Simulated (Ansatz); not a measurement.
For hcp Al (model structure), PBEsol (Ansatz, an electronic-structure program, PAW) gives:

| Item | Value |
|---|---|
| lattice constant a | 2.838 Å |
| c axis length | 4.679 Å |

Task: What does r²SCAN (PAW; Ansatz) give for the same quantities?

Result: 
- lattice constant a: 2.823 Å (falls by 0.5 %)
- lattice parameter c: 4.642 Å (drops by 0.8 %)

Changes are worked out from the printed values.

Unless a cell is named, each level is at its own relaxed cell (PBEsol 16.32, r²SCAN 16.02 Å³/atom).

Ansatz's density-functional and Hartree–Fock values are scalar-relativistic unless marked +SOC, with PAW data made under PBE.

A model structure was made by putting elements into a prototype or built by hand; it is no filed structure, need not be a known phase, and can be a saddle point held by its symmetry.
